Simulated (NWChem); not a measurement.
# Total energies of fluoromethane (CH$_{3}$F)

```xyz
5

C      0.6088    -0.1106     0.0000
F     -0.7327     0.1332     0.0000
H      0.8879    -0.6879     0.8972
H      0.8879    -0.6879    -0.8972
H      1.1658     0.8411     0.0000
```
Charge 0, spin multiplicity 1.

The numbers come from NWChem runs, not from measurements. All single points use one geometry, from PBE0/def2-SVP, a minimum by its harmonic frequencies.

Basis set: cc-pVTZ (102 functions).

| method | total energy (Ha) | relative cost |
|---|---|---|
| RHF | -139.09388 | 1 |
| MP2 | -139.52794 | under 3 |
| B2PLYP | -139.70110 | under 3 |
| PBE | -139.63860 | under 3 |
| B3LYP | -139.79926 | under 3 |
| CAM-B3LYP | -139.74798 | 10 |
| CCSD(T) | -139.55745 | 50 |

Total energies of different functionals aren't comparable as a measure of quality: only differences taken within one method are. The cost column gives rough processor time relative to RHF; each entry includes its own SCF.

The correlated methods keep 2 core orbitals frozen. B3LYP has NWChem's definition, with VWN1-RPA local correlation. GW and range-separated runs recompute their integrals, the others keep them in memory, which bears on the times. Coupled-cluster values serve here as a point of comparison, not as the truth.
